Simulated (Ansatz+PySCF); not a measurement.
A calculation with PySCF 2.14.0.

```python
from pyscf import gto, scf

mol = gto.M(atom="""
C 0.000000 0.000000 -0.618730
F 0.000000 0.000000 3.471550
H 0.000000 -1.036030 -0.996610
H -0.897230 0.518020 -0.996610
H 0.897230 0.518020 -0.996610
""", basis='sto-3g', charge=0, spin=0)
mf = scf.UHF(mol)
mf.init_guess = 'atom'
mf.kernel()
while True:  # follow internal instabilities
    mo, _, stable, _ = mf.stability(return_status=True)
    if stable: break
    mf.kernel(mf.make_rdm1(mo, mf.mo_occ))
print(mf.converged, mf.e_tot, mf.spin_square()[0])
```

The script is written out from the run's settings.

The run gave:

| Quantity | Value |
| --- | --- |
| Converged | yes |
| Total energy | -137.05472 hartree |
| Spin squared of the determinant | 1.009 |

Caution: the unrestricted determinant is a mixture of spin states.
